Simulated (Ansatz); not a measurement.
The first iterations of a band of BClH2 + H2 (6 atoms, charge 0, multiplicity 1).

Level of theory: RKS B3LYP/def2-SVP in Ansatz.

| Item | Value |
| --- | --- |
| movable images | 7 |
| climbing image | yes |
| spring | 20.0 eV/Å² |
| optimiser | quadratic models (default) |
| start path | through a guess of the saddle point |
| force threshold | 0.05 eV/Å |
| iteration limit | 60 |
| end points | relaxed |

First end point:

```xyz
6
Properties=species:S:1:pos:R:3
B -0.015 0.549 0.172
Cl -0.036 1.154 1.812
H 1.050 0.390 -0.360
H -1.066 0.320 -0.361
H 0.111 -2.624 0.426
H 0.074 -2.459 1.168
```

Last end point:

```xyz
6
Properties=species:S:1:pos:R:3
B 0.018 -0.263 -0.358
Cl 0.001 -0.154 2.189
H 1.040 0.364 -0.479
H -1.045 0.288 -0.490
H 0.062 -1.469 -0.353
H 0.042 -1.436 2.348
```

| iteration | highest image above the first end (eV) | largest band force component (eV/Å) |
| --- | --- | --- |
| 1 | 2.322 | 4.267 |
| 2 | 1.251 | 2.115 |
| 3 | 1.206 | 1.853 |
| 4 | 1.289 | 1.570 |

Question: Does the band converge within its limit, and where does its top end?

Answer: The forces met the threshold. It ended after 13 iterations with the highest image 1.078 eV above the first end. Another band between the same ends (7 images) ends at a top of the same energy, where a vibrational analysis finds 1 clearly imaginary mode. The orbitals stay closed-shell, which can raise the energy where a bond breaks towards radicals; this wasn't checked here.

Time of the run: 87 s on 1 thread of Arm Neoverse V2, with other jobs on the host, peak memory 0.094 GiB.
